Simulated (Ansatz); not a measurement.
# BCl+ (doublet): wave-function methods side by side, def2-TZVPP

One table from this session's results is given with a row withheld; the runs are named, their logs left out.

Method: def2-TZVPP, core rule «outside noble gas», up to 6 orbitals frozen; program: Ansatz 0.2.0, Gaussian basis.

The runs, in order: UHF; ROHF; CCSD(T) on UHF.

2 further runs of the same task are left out: 2 set aside as unsound or not needed.

## The geometry

The geometry is a PBE0/def2-TZVP stationary point (not a proven minimum) of the parent state, kept for this charge and spin.

2 atoms, charge 1, spin multiplicity 2.

Atoms are counted from 1 here; the program's logs count them from 0.

Bond lengths: B1–Cl2 1.697 Å.

Set-up of the first run:

Input file in.yaml:

```yaml
crystal:
  periodic: [false, false, false]
  atoms:
    - {symbol: B, position_ang: [0.000000, 0.000000, 0.000000]}
    - {symbol: Cl, position_ang: [0.000000, 0.000000, 1.696600]}
basis:
  gaussian: {orbitals: def2-TZVPP}
total_charge: 1
magnetization: {spin_polarized: true, initial_magnetization: 1}
hamiltonian: {xc: hf}
output: {orbitals: {seedname: orbitals}}
```

Command:

```bash
$ ansatz run in.yaml --threads 1 --pin off --events-out ev --progress --plain --max-ram 4096MiB --backend cpu
```

Steps of the session up to this table: UHF; ROHF; CCSD(T) on UHF.

One table of the session follows, with a row left open; its other results are not shown here.

| method | from UCCSD(T) (meV) |
| --- | --- |
| ROHF | +7203.6 |
| UHF | ? |
| UMP2 | +932.3 |
| UCCSD | +371.5 |
| UCCSD(T) | 0 |

**Question.** Estimate the row for UHF.

The run gave: from UCCSD(T) (meV): +7164.9. In the column «from UCCSD(T) (meV)» it lies between UMP2 (+932.3) and ROHF (+7203.6).
